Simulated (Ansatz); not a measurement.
Input for Ansatz (development build ahead of 0.2.0):

```yaml
crystal:
  periodic: [false, false, false]
  atoms:
    - { symbol: H, position_ang: [0.0, 0.0, 0.525] }
    - { symbol: F, position_ang: [0.0, 0.0, -0.525] }
basis:
  gaussian: { orbitals: STO-3G }
total_charge: 1
magnetization:
  spin_polarized: true
  initial_magnetization: 1
hamiltonian:
  xc: hf
correlation:
  method: ccsd_t
  frozen_orbitals: { F: 1, H: 0 }
```

The input is written out in the form of the current development build from the run's settings.

The run gave:

* Converged: yes
* Reference energy: -98.19163 hartree
* CCSD correlation energy: -0.01886 hartree
* Triples correction: 0.00000 hartree
* Total energy: -98.21049 hartree
* Spin squared of the determinant: 0.753
